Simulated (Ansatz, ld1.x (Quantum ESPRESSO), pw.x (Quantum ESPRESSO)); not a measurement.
# pw.x on fcc Al: one setting changed

Potential: norm-conserving Troullier–Martins (Kleinman–Bylander form), ld1.x (Quantum ESPRESSO) 7.5, PBEsol; core [Ne], reference 3s1 3p0; waves: 3s (bound): rc 1.80 bohr; 3p (bound, empty): rc 2.15 bohr; local part: all-electron potential smoothed inside 1.40 bohr (lloc = -1); core correction: a·sin(br)/r model core, default radius (core density twice the valence density).

The reference run (k-mesh 14³, cutoffs 50/200 Ry, Fermi–Dirac 0.01 Ry, mixing_beta 0.4, conv_thr 1e-9, no spin) gives -1.23 GPa at 16.207 Å³/atom, where all-electron LAPW gives -0.16 GPa. This run, with its own iteration cap, changes ecutrho/ecutwfc to 3.

```
&control
  calculation='scf', prefix='x', pseudo_dir='./', outdir='./tmp', tstress=.true., disk_io='none'
/
&system
  ibrav=0, nat=1, ntyp=1, ecutwfc=50, ecutrho=150, nbnd=8,
  occupations='smearing', smearing='fd', degauss=0.01
/
&electrons
  conv_thr=1e-09, mixing_beta=0.4, electron_maxstep=70
/
ATOMIC_SPECIES
Al 1.0 Al.UPF
CELL_PARAMETERS angstrom
  0.00000000 2.00858807 2.00858807
  2.00858807 0.00000000 2.00858807
  2.00858807 2.00858807 0.00000000
ATOMIC_POSITIONS crystal
Al 0.0000 0.0000 0.0000
K_POINTS automatic
14 14 14 0 0 0
```

```bash
pw.x < Al.scf.in > Al.scf.out
```

How does the run end?

It converges in 7 iterations; the free energy moves by +1.0 meV/atom and the pressure by +0.01 GPa. Below 4 the density is truncated and F is no longer variational, so a small shift in one case is no licence.

```
Message from routine set_cutoff:
     ecutrho < 4*ecutwfc, are you sure?
     Message from routine setup:
     using ibrav=0 with symmetry is DISCOURAGED, use correct ibrav instead
     lattice parameter (alat)  =       5.3679  a.u.
     unit-cell volume          =     109.3703 (a.u.)^3
     number of electrons       =         3.00
     number of Kohn-Sham states=            8
     kinetic-energy cutoff     =      50.0000  Ry
     charge density cutoff     =     150.0000  Ry
     scf convergence threshold =      1.0E-09
     Exchange-correlation= PBESOL
     number of k points=   104  Fermi-Dirac smearing, width (Ry)=  0.0100
     iteration #  1     ecut=    50.00 Ry     beta= 0.40
     total energy              =      -5.04654918 Ry
     estimated scf accuracy    <       0.06777288 Ry
     iteration #  2     ecut=    50.00 Ry     beta= 0.40
     total energy              =      -5.03811566 Ry
     estimated scf accuracy    <       0.02247550 Ry
     iteration #  3     ecut=    50.00 Ry     beta= 0.40
     total energy              =      -5.03885625 Ry
     estimated scf accuracy    <       0.00002561 Ry
     iteration #  4     ecut=    50.00 Ry     beta= 0.40
     total energy              =      -5.03887416 Ry
     estimated scf accuracy    <       0.00000457 Ry
     iteration #  5     ecut=    50.00 Ry     beta= 0.40
     total energy              =      -5.03887429 Ry
     estimated scf accuracy    <       0.00000005 Ry
     iteration #  6     ecut=    50.00 Ry     beta= 0.40
     total energy              =      -5.03887431 Ry
     estimated scf accuracy    <          2.9E-09 Ry
     iteration #  7     ecut=    50.00 Ry     beta= 0.40
     the Fermi energy is     8.0409 ev
!    total energy              =      -5.03887431 Ry
     estimated scf accuracy    <          3.4E-11 Ry
     smearing contrib. (-TS)   =      -0.00202123 Ry
     The total energy is F=E-TS. E is the sum of the following terms:
     one-electron contribution =       2.96104517 Ry
     hartree contribution      =       0.00897283 Ry
     xc contribution           =      -2.57125155 Ry
     ewald contribution        =      -5.43561953 Ry
     convergence has been achieved in   7 iterations
          total   stress  (Ry/bohr**3)                   (kbar)     P=      -12.22
     Message from routine punch:
     Nothing written, as per user request (disk_io='none')
```

The run took about 5.3 s on one core of a shared host (Neoverse-V1, 32 threads, 247 GiB, load 28).
